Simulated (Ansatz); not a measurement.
`C=C(C)OC`, charge 0, multiplicity 1.

Question: Give a relaxed structure at PBE0-D4/def2-TZVP (Ansatz 0.2.0). (Estimate.)

Answer: Ansatz gave: 
Z-matrix (Å, degrees):
```
C
C 1 1.489
H 1 1.093 2 110.2
H 1 1.093 2 110.2 3 118.2
H 1 1.089 2 110.9 3 -120.9
O 2 1.352 1 110.2 3 -59.1
C 2 1.334 1 124.5 3 121.0
C 6 1.406 2 117.2 1 -180.0
H 7 1.081 2 119.2 1 0.0
H 7 1.081 2 123.3 1 180.0
H 8 1.095 6 111.2 2 -60.8
H 8 1.089 6 106.5 2 -180.0
H 8 1.095 6 111.2 2 60.8
```
Point group Cs.
This is one stationary point; other conformers may exist.
